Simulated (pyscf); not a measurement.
Optimised with ωB97X-D3(BJ)/def2-SVP in PySCF.

Task: For `[GeH3][SnH3]` + `[ClH]` -> `[Cl][SnH2][GeH3]` + `[H][H]`, a four-centre exchange (singlet surface; H–Sn, Cl–H broken, Cl–Sn, H–H formed), PBE/def2-TZVP gives ΔE‡ = 22.5 kcal/mol and ΔE = -17.1 kcal/mol (zero: the separated reactants). In which direction and how far do r²SCAN/def2-TZVP, PBE0-D3(BJ)/def2-TZVP, ωB97M-D3(BJ)/def2-TZVP move these?

Result: r²SCAN: ΔE‡ = 23.8 kcal/mol, ΔE = -18.7 kcal/mol; PBE0-D3(BJ): ΔE‡ = 25.2 kcal/mol, ΔE = -17.4 kcal/mol; ωB97M-D3(BJ): ΔE‡ = 30.2 kcal/mol, ΔE = -16.6 kcal/mol. PBE's barrier lies under all of them, by 1.3 to 7.7 kcal/mol. Its reaction energy lies among theirs. This is the saddle that the search found; another between the same sides may lie lower. Elements up to Kr have no core potential and no relativistic terms here. Elements past Kr carry the def2 core potentials, without spin-orbit coupling.
